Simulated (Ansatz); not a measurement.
# [SnH3]-: geometry, orbitals and charge

What does [SnH3]- look like as a singlet, and where do its frontier electrons sit?

Program: Ansatz 0.2.0, Gaussian basis. Level of theory: RKS PBE0-D4/def2-TZVPD. These are calculated values, not measurements.

Plan: relaxation at PBE-D4/def2-TZVPD; a single point at PBE0-D4/def2-TZVPD.

3 further runs of the same task are left out: 3 set aside as unsound or not needed. Runs told in other sessions of the task aren't counted.

## 1. The system as given

4 atoms, charge -1, spin multiplicity 1.

Atoms are counted from 1 here; the program's logs count them from 0.

Bond lengths: Sn1–H2 1.948 Å, Sn1–H3 1.948 Å, Sn1–H4 1.949 Å. Angles: H2–Sn1–H3 93.3°, H2–Sn1–H4 93.4°, H3–Sn1–H4 93.5°.

As a file:

```xyz
4
H3Sn
Sn   -0.0064    0.0057    0.7917
H     1.6378   -0.0336   -0.2516
H    -0.7869    1.4325   -0.2804
H    -0.8445   -1.4046   -0.2596
```

Sn takes a core potential in the def2 sets. No spin-orbit coupling is included. The ion is computed in the gas phase, without counter-ions or solvent.

The start is a GFN2-xTB geometry.

## 2. Optimising with PBE-D4/def2-TZVPD

in.yaml

```yaml
crystal:
  periodic: [false, false, false]
  atoms:
    - {symbol: Sn, position_ang: [-0.006380, 0.005730, 0.791670]}
    - {symbol: H, position_ang: [1.637790, -0.033600, -0.251650]}
    - {symbol: H, position_ang: [-0.786860, 1.432510, -0.280410]}
    - {symbol: H, position_ang: [-0.844540, -1.404640, -0.259610]}
basis:
  gaussian: {orbitals: def2-TZVPD}
total_charge: -1
hamiltonian: {xc: pbe, dispersion: d4}
scf: {omitted_lower_state_checks: [starts]}
output: {orbitals: {seedname: orbitals}}
relax: {f_tol: 0.02, max_steps: 100}
```

Command:

```console
$ ansatz run in.yaml --threads 4 --pin off --events-out ev --progress --plain --max-ram 3916MiB
```

After this run come: Single point, PBE0-D4/def2-TZVPD.

**Question.** What will the summary of the whole plan be? Wanted: point group; commonest bond; HOMO, LUMO at PBE0-D4/def2-TZVPD.

The runs gave:

| quantity | value |
| --- | --- |
| point group | C3v |
| commonest bond | H–Sn, 3 of mean length 1.818 Å |
| HOMO, LUMO at PBE0-D4/def2-TZVPD | -0.44, 4.09 eV |

In words: The molecule keeps its bonding pattern by the stored test; the atoms moved 0.11 Å (rms). No usable vibrations, so a minimum isn't proven. The HOMO lies nearest to Sn1 64 %; H2, H3, H4 about 12 % each and the LUMO to Sn1 26 %; H2, H3, H4 about 25 % each.

The anion's highest level is positive in at least one run, so there the basis alone may hold the extra electron.
